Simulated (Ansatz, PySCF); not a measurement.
System: dimethylamine, C$_{2}$H$_{7}$N, net charge 0, singlet state. SMILES: CNC
Geometry from a B3LYP-D3(BJ)/def2-TZVP (Ansatz, a program for electronic structure) optimisation:
```
N
H 1 1.0122
C 1 1.4533 2 109.85
H 3 1.0907 1 109.81 2 53.61
H 3 1.0928 4 107.72 1 -119.03
H 3 1.1029 4 108.38 5 -115.97
C 1 1.4533 2 109.85 3 -124.94
H 7 1.0907 1 109.81 2 -53.61
H 7 1.0928 8 107.72 1 119.03
H 7 1.1029 8 108.38 9 115.97
```

PBE beside other levels, property by property. Cores are frozen in the correlated levels unless marked. Open shells are spin-unrestricted. No spin-orbit coupling. Non-relativistic. CBS marks a two-point X^-3 extrapolation of the correlation energy; Hartree-Fock from the larger set. The bracket is a focal-point correction in the basis named. Rows marked 298 K are enthalpies with B3LYP-D3(BJ) harmonic zero-point and thermal terms from PySCF. Enthalpies of formation rest on the atoms' values in the G2/97 table (older ones for B and Si), with no core term in the frozen-core levels. The coupled-cluster column (Ansatz) is a level with limits of its own: (a) RI-MP2/CBS(aug-cc-pVTZ,aug-cc-pVQZ)+[CCSD(T)-MP2]/aug-cc-pVTZ; (b) RI-MP2/CBS(cc-pVTZ,cc-pVQZ)+[CCSD(T)-MP2]/cc-pVTZ.

| property | M06-2X/def2-TZVPD (PySCF) | HSE06/def2-TZVPD (Ansatz) | CCSD(T)/cc-pVDZ (Ansatz) | coupled cluster | measured |
|---|---|---|---|---|---|
| enthalpy of formation at 298 K by atomisation (kcal/mol) | -1.7 | -4.1 | 62.2 | -3.6 (a) | -3.8 |
| C-H bond dissociation enthalpy, 298 K, to [CH2]NC + H atom (kcal/mol) | 91.4 | 87.6 | 89.8 | 93.3 (b) | - |
| C-N bond dissociation enthalpy, 298 K, to [CH3] (CH3) + C[NH] (kcal/mol) | 82.7 | 78.0 | 76.9 | 81.5 (a) | - |
| H-N bond dissociation enthalpy, 298 K, to C[N]C + H atom (kcal/mol) | 93.0 | 88.7 | 87.8 | 94.8 (b) | - |
| proton affinity at N, enthalpy at 298 K, to C[NH2+]C (kcal/mol) | 219.9 | 221.7 | 227.1 | 222.6 (b) | - |

Measured values: Active Thermochemical Tables 1.112 (ions: stationary electron), as tabulated in the package chemicals; they hold spin-orbit effects, and any other conformers, which all levels lack, and core correlation, which the frozen-core levels lack.

Q: What does PBE/def2-TZVPD (Ansatz) give for each property, and on which side of the measured value, or else of coupled cluster, does it fall?

A: 
- enthalpy of formation at 298 K by atomisation: PBE lies 12.1 kcal/mol below the measured value; PBE gives -15.9 kcal/mol.
- C-H bond dissociation enthalpy, 298 K, to [CH2]NC + H atom: PBE lies 6.8 kcal/mol below coupled cluster; PBE gives 86.5 kcal/mol.
- C-N bond dissociation enthalpy, 298 K, to [CH3] (CH3) + C[NH]: PBE lies 2.3 kcal/mol below coupled cluster; PBE gives 79.2 kcal/mol.
- H-N bond dissociation enthalpy, 298 K, to C[N]C + H atom: PBE lies 6.5 kcal/mol below coupled cluster; PBE gives 88.3 kcal/mol.
- proton affinity at N, enthalpy at 298 K, to C[NH2+]C: PBE lies 3.1 kcal/mol below coupled cluster; PBE gives 219.5 kcal/mol.
